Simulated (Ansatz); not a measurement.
`[AlH2][SiH2]Cl` + H₂O → `O[SiH2][AlH2]` + HCl  (formal hydrolysis of the Si–Cl bond)

Calculated with Ansatz (gas phase, PBE0-D4/def2-TZVP geometries, no zero-point term in ΔE). CBS: MP2 limit from def2 TZ/QZ plus the TZ coupled-cluster correction, frozen cores. This one scheme is used for every species. DFT in def2-TZVPP. HSE06 is defined as in plane-wave codes. Each species was taken in one conformer, which may not be the lowest.

Task: Is it downhill or uphill in electronic energy at CCSD(T)/CBS, and by how much? (Best estimate.)

Result: The calculation gave: Uphill: ΔE = +18.9 kJ/mol.

Task: What do these levels give: PBE-D4, BLYP-D4, HSE06-D4, CAM-B3LYP-D4, r2SCAN, HF/def2-QZVPP? (Best estimate.)

Result: Computed: PBE-D4 21.9, BLYP-D4 15.1, HSE06-D4 22.3, CAM-B3LYP-D4 10.0, r2SCAN 17.1, HF/def2-QZVPP 9.9 kJ/mol.

Largest T1 diagnostic among the species: 0.012.

Leaving LDA and LC-ωPBE aside and taking each functional with its dispersion term where it has one, the values, not all of them listed here, spread over 13.0 kJ/mol, from CAM-B3LYP-D4 to revPBE-D4. LDA lies −5.5 kJ/mol from PBE without D4. At CCSD(T), def2-SVP lies −4.6 kJ/mol from the extrapolated value and def2-TZVPP −6.0 kJ/mol.
